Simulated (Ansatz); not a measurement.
# MgHF: vertical ionisation energy

How much energy removes an electron from MgHF at fixed geometry? The cation is run at each level and the neutral's energy taken from earlier runs.

Program: Ansatz 0.2.0, Gaussian basis. Level of theory: unrestricted cation, the program's frozen cores in correlated methods. These are calculated values, not measurements.

Levels to be run: UKS PBE-D4/def2-TZVPP; UKS r2SCAN-D4/def2-TZVPP; UKS PBE0-D4/def2-TZVPP; UKS B3LYP-D4/def2-TZVPP; UKS wB97X-V/def2-TZVPP; UKS wB97M-V/def2-TZVPP; UKS B2PLYP/def2-TZVPP; UHF-CCSD(T)/def2-TZVPP; UHF-CCSD(T)/def2-QZVPP; extrapolation to the limit; then −ε(HOMO) from the neutral's earlier runs with LDA (SPW92), PBE-D4, revPBE-D4, BLYP-D4, r2SCAN-D4, B97M-V, PBE0-D4, B3LYP-D4, r2SCANh-D4, r2SCAN0-D4, HSE06-D4, BHLYP-D4, CAM-B3LYP-D4, LC-ωPBE, ωB97X-V, ωB97M-V.

## Step 1: Structure used throughout

All runs share one geometry, relaxed beforehand with PBE0-D4 in a triple-zeta def2 set.

SMILES `[F][MgH]`, 3 atoms, charge 0, spin multiplicity 1.

Atoms are counted from 1 here; the program's logs count them from 0.

Bond lengths: F1–Mg2 1.756 Å, Mg2–H3 1.687 Å. Angles: F1–Mg2–H3 180.0°.

## Step 2: Cation, UKS PBE-D4/def2-TZVPP

The input, in.yaml:

```yaml
crystal:
  periodic: [false, false, false]
  atoms:
    - {symbol: F, position_ang: [-1.378608, 0.792247, -0.675080]}
    - {symbol: Mg, position_ang: [0.014499, -0.032356, 0.004450]}
    - {symbol: H, position_ang: [1.353210, -0.824791, 0.657430]}
basis:
  gaussian: {orbitals: def2-TZVPP}
total_charge: 1
magnetization: {spin_polarized: true, initial_magnetization: 1}
hamiltonian: {xc: pbe, dispersion: d4}
```

Further steps of the session: Cation, UKS r2SCAN-D4/def2-TZVPP; Cation, UKS PBE0-D4/def2-TZVPP; Cation, UKS B3LYP-D4/def2-TZVPP; Cation, UKS wB97X-V/def2-TZVPP; Cation, UKS wB97M-V/def2-TZVPP; Cation, UKS B2PLYP (frozen core)/def2-TZVPP; Cation, UHF-CCSD(T)/def2-TZVPP; Cation, UHF-CCSD(T)/def2-QZVPP.

Q: Predict the results of all the runs planned. Wanted: ionisation energy, CCSD(T)/CBS; nearest functional by difference; nearest −ε(HOMO); −ε(HOMO) of PBE; T1 of the cation.

The runs gave:

| quantity | value |
| --- | --- |
| ionisation energy, CCSD(T)/CBS | 11.09 eV |
| nearest functional by difference | B3LYP-D4 (+0.06 eV) |
| nearest −ε(HOMO) | LC-ωPBE (-0.02 eV) |
| −ε(HOMO) of PBE | 7.07 eV |
| T1 of the cation | 0.017 |

Energy differences with functionals land within 0.29 eV of the reference. −ε(HOMO) of PBE misses by 4.0 eV, since self-interaction lifts the level. Among orbital estimates LC-ωPBE comes nearest. Hartree-Fock falls 1.05 eV short, as the neutral has more correlation energy than the cation. The cation may have settled in a state other than its lowest; no search over hole states beyond the program's own was made. Correlated methods include outer-core shells of Mg, which these sets cover unevenly.
